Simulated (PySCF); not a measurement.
Work out the structure from these simulated measurements.

Formula: C3H5FO.

| Property | Result |
| --- | --- |
| NMR, other nuclei | isotropic shieldings of nuclei other than C and H, by class: 300 (1 O), 365 (1 F) ppm [GIAO HF/pcSseg-2] |
| UV, strongest line | among the 10 lowest singlet transitions: S4 at 9.06 eV (137 nm, f = 0.077) [TDDFT CAM-B3LYP/def2-SVPD] |
| Valence photoelectron | vertical ionisation energy: 11.20 eV [ΔSCF CAM-B3LYP/def2-SVPD] |
| XPS | C1s 291.5, C1s 292.6, C1s 294.8, O1s 539.0, F1s 692.8 eV [ΔSCF SCAN, pcX-2 on the ionised atom, pcseg-1 elsewhere, spin-free X2C] |
| 13C NMR | chemical shifts (computed TMS as zero) by class: 82.2 (1 C), 46.5 (1 C), 20.0 (1 C) ppm [GIAO HF/pcSseg-2] |
| Rotational structure | rotational constants A, B, C: 7.293, 5.716, 4.170 GHz [PBE0-D3(BJ)/def2-SVP] |
| 1H NMR | chemical shifts (computed TMS as zero) by class: 2.79 (1 H), 2.26 (1 H), 1.58 (3 H) ppm [GIAO HF/pcSseg-2] |

The electronic properties come from PySCF, for the isolated species, density fitting. Levels stand in brackets. Isolated species at its PBE0-D3(BJ)/def2-SVP geometry, gas phase. NMR classes are plain means over equivalent atoms (diastereotopic ones count apart unless rotation or inversion swaps them), as if these changed places fast.

Task: What is the compound? Reason from the data.

Result: Numbering: `[CH3:1][C@@:2]1([F:3])[CH2:4][O:5]1`. Its formula, C3H5FO, gives 1 degree of unsaturation: 1 ring and 0 π bonds in the structure found. 3 carbons fall into 3 classes; from least to most shielded: sp3 C–F carbon [C2] (82.2 ppm), ring sp3 carbon bound to oxygen [C4] (46.5 ppm), methyl carbon [C1] (20.0 ppm). Hydrogen classes from least to most shielded: 1 H on an sp3 carbon bound to oxygen, C4 (2.79 ppm), 1 H on an sp3 carbon bound to oxygen, C4 (2.26 ppm), 3 H on a methyl carbon, C1 (1.58 ppm, a mean of values up to 1.2 ppm apart in this geometry). The other shieldings belong to: 300 ppm, epoxide oxygen [O5]; 365 ppm, alkyl fluorine [F3]. The core levels belong to: C1s 291.5 eV, methyl carbon [C1]; C1s 292.6 eV, sp3 carbon bound to oxygen [C4]; C1s 294.8 eV, sp3 C–F carbon [C2]; O1s 539.0 eV, epoxide oxygen [O5]; F1s 692.8 eV, alkyl fluorine [F3]. The first electron is taken from the HOMO, whose largest Löwdin shares are 0.56 on the epoxide oxygen, 0.15 on the sp3 carbon bound to oxygen, 0.08 on the alkyl fluorine and 0.07 on the sp3 C–F carbon. The optimised geometry has point group C1 and is an asymmetric top. Structure: `C[C@@]1(F)CO1`. Computed isomers that give other values at the same levels: `F[C@H]1CCO1` (rotational constant A: 10.363 GHz; this holds for the one conformer computed); `O[C@@H]1C[C@@H]1F` (core binding energies: C1s 291.0, C1s 292.5, C1s 293.3, O1s 539.1, F1s 693.1 eV); `C[C@H](F)C=O` (rotational constant A: 8.512 GHz; this holds for the one conformer computed). The assignments are read from this structure; whether some other isomer fits the data as well wasn't checked. The mirror image fits equally.
